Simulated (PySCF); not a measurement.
PySCF input:

```python
from pyscf import gto, scf, dft

mol = gto.M(
    atom='''
    S    -0.00000000   -0.00000000   -1.55270816
    C     0.00000000    0.00000000    0.00000000
    S     0.00000000    0.00000000    1.55270816
    ''',
    basis='def2-tzvpd',
    charge=0,
    spin=0,
    verbose=4,
)

mf = dft.RKS(mol, xc='m06l').density_fit(auxbasis='def2-universal-jkfit')
mf.grids.level = 4
mf.conv_tol = 1e-9
mf.max_cycle = 100
mf.max_memory = 1500
mf.kernel()
if not mf.converged:
    mf = mf.newton()
    mf.kernel(mf.make_rdm1())
mf.analyze()
```

Problem. Predict the final energy.

Solution. -834.52605 Eh (M06-L/def2-TZVPD).
